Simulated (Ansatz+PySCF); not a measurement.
A calculation with PySCF 2.14.0.

```python
from pyscf import gto, scf, cc

mol = gto.M(atom="""
O 0.000000 0.000000 -1.682110
C 0.000000 0.000000 -0.525680
S 0.000000 0.000000 1.038190
""", basis='def2-svp', charge=0, spin=0)
mf = scf.RHF(mol)
mf.kernel()
mycc = cc.CCSD(mf, frozen=7).run()
et = mycc.ccsd_t()
print(mf.e_tot, mycc.e_corr, et, mycc.e_tot + et)
```

The script is written out from the run's settings.

Output:

```
Converged               : yes
Reference energy        : -510.06173 hartree
CCSD correlation energy : -0.43926 hartree
Triples correction      : -0.02014 hartree
Total energy            : -510.52114 hartree
```
